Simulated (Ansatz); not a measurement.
# NOSi: the cost of one run

Program: Ansatz 0.2.0, Gaussian basis. Level of theory: def2-QZVPP, core rule «outside noble gas», up to 7 orbitals frozen. These are calculated values, not measurements.

To be run: UHF; ROHF; CCSD(T) on UHF.

2 further runs of the same task are left out: 2 set aside as unsound or not needed.

## 1. The geometry

The geometry is a PBE0/def2-TZVP stationary point (not a proven minimum) of the parent state, kept for this charge and spin.

3 atoms, charge 0, spin multiplicity 4.

Atoms are counted from 1 here; the program's logs count them from 0.

Bond lengths: N1–Si2 1.640 Å, Si2–O3 1.509 Å. Angles: N1–Si2–O3 180.0°.

## 2. UHF

The input, in.yaml:

```yaml
crystal:
  periodic: [false, false, false]
  atoms:
    - {symbol: N, position_ang: [0.000000, 0.000000, 1.596300]}
    - {symbol: Si, position_ang: [0.000000, 0.000000, -0.043500]}
    - {symbol: O, position_ang: [0.000000, 0.000000, -1.552800]}
basis:
  gaussian: {orbitals: "def2-QZVPP.json"}
magnetization: {spin_polarized: true, initial_magnetization: 3}
hamiltonian: {xc: hf}
output: {orbitals: {seedname: orbitals}}
```

The run is started by

```sh
$ ansatz run in.yaml --threads 1 --pin off --events-out ev --progress --plain --max-ram 2393MiB
```

**Question.** How long does this run take on 1 thread of Arm Neoverse V2, shared host, and how much memory does it need?

About 16 s, with a peak of 0.4 GiB.
